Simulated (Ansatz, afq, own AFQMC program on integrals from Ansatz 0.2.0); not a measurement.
**Where AFQMC and coupled cluster stand for AlSiH⁺, doublet**

```yaml
atoms:
  - { symbol: Si, position_ang: [0.0000, -0.0360, 1.1654] }
  - { symbol: Al, position_ang: [0.0000, -0.0118, -1.2249] }
  - { symbol: H, position_ang: [0.0000, 1.3177, 0.3154] }
```

Connectivity, by distances: SiH–Al.

Basis cc-pVDZ. Noble-gas cores (and the filled d shells of Ga–Kr and In–Xe) are frozen. Integrals, coupled cluster, full CI and functionals: Ansatz 0.2.0; the random walks run on the same integrals in our own AFQMC program. ph-AFQMC/CISD is guided by a CISD state made of CCSD amplitudes; releasing the constraint for a short imaginary time cuts its bias at the price of noise, slowly where states lie close. ± is one standard error of the sampling.

Determinant: ROHF, the one that the program's search chose, which needn't be the lowest solution. The geometry is a PBE0/def2-TZVP stationary point of this or a neighbouring charge and spin state.

Full CI on the same integrals is exact in this basis and with this determinant's frozen core.

Cautions: a spin-contaminated unrestricted determinant lies lower (UHF 200 meV lower, ⟨S²⟩ 1.11); the search met a lower determinant of the same kind, perhaps of another symmetry (94 meV lower), and this one is a saddle point; the released energies are still falling, so no released level is given (meV from the phaseless value at times in 1/Eh: -7 ± 3 at 0.24, -11 ± 3 at 0.51, -21 ± 3 at 0.99, -24.5 ± 2.3 at 1.62, -30.0 ± 2.3 at 2.40).

- T1 diagnostic: 0.0336
- weight of the determinant in the CISD state: 0.850
- size of the correlated space: 7 electrons in 31 orbitals

Reference: full CI, correlation energy -4.374 eV.

| level | E − E(reference) (kJ/mol) | share of correlation (%) |
| --- | --- | --- |
| HF | 422.0 | 0.00 |
| MP2 | 109.9 | 73.97 |
| CCSD | 24.3 | 94.24 |
| CCSD(T) | 5.9 | 98.60 |
| CCSDT | 1.4 | 99.66 |
| CCSDT(Q) | 0.2 | 99.95 |
| CCSDTQ | 0.0 | 99.99 |
| ph-AFQMC/HF | 9.9 ± 2.0 | 97.66 |
| ph-AFQMC/CISD | 3.4 ± 0.4 | 99.19 |

CCSDT and higher add their correlation energy to the determinant of the CCSD(T) run, since their own runs factorise the integrals more tightly (a shift of under 2 meV). A walk keeps the symmetry of its determinant, which the program's search chose and which needn't be the lowest solution, so a lower state of the same spin and another symmetry isn't excluded.
